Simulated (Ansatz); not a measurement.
Changing the shape of C₄H₄, singlet

Program: Ansatz, Gaussian basis, development build. Basis cc-pVDZ, nonrelativistic, 4 orbitals frozen in the corrections; active space CAS(4,4). Restricted Hartree–Fock, then the lowest state-specific CASSCF solution met for each case. Coupled cluster stands on the determinant that it favours, not always the lowest RHF. On stretched bonds single-reference methods can fail or change state. Solutions in different active orbitals can move differences by tenths of an eV and at times more than 1 eV.

Case A:

```json
{"atom": "C", "x (Å)": "0.0000", "y (Å)": "0.7255", "z (Å)": "0.7255"}
{"atom": "C", "x (Å)": "0.0000", "y (Å)": "-0.7255", "z (Å)": "0.7255"}
{"atom": "C", "x (Å)": "0.0000", "y (Å)": "-0.7255", "z (Å)": "-0.7255"}
{"atom": "C", "x (Å)": "0.0000", "y (Å)": "0.7255", "z (Å)": "-0.7255"}
{"atom": "H", "x (Å)": "0.0000", "y (Å)": "1.4875", "z (Å)": "1.4875"}
{"atom": "H", "x (Å)": "0.0000", "y (Å)": "-1.4875", "z (Å)": "1.4875"}
{"atom": "H", "x (Å)": "0.0000", "y (Å)": "-1.4875", "z (Å)": "-1.4875"}
{"atom": "H", "x (Å)": "0.0000", "y (Å)": "1.4875", "z (Å)": "-1.4875"}
```

Case B:

```xyz
8

C     0.0000    0.6750    0.7820
C     0.0000   -0.6750    0.7820
C     0.0000   -0.6750   -0.7820
C     0.0000    0.6750   -0.7820
H     0.0000    1.4370    1.5440
H     0.0000   -1.4370    1.5440
H     0.0000   -1.4370   -1.5440
H     0.0000    1.4370   -1.5440
```

Energy less that of case A, in eV:

```csv
case,RHF/ROHF,CASSCF,CCSD(T),SC-NEVPT2
B,-1.349,-0.276,-0.680,-0.352
```

Problem. Give the CCSDT energies against case A.

Solution. B: -0.323 eV (-7.4 kcal/mol).
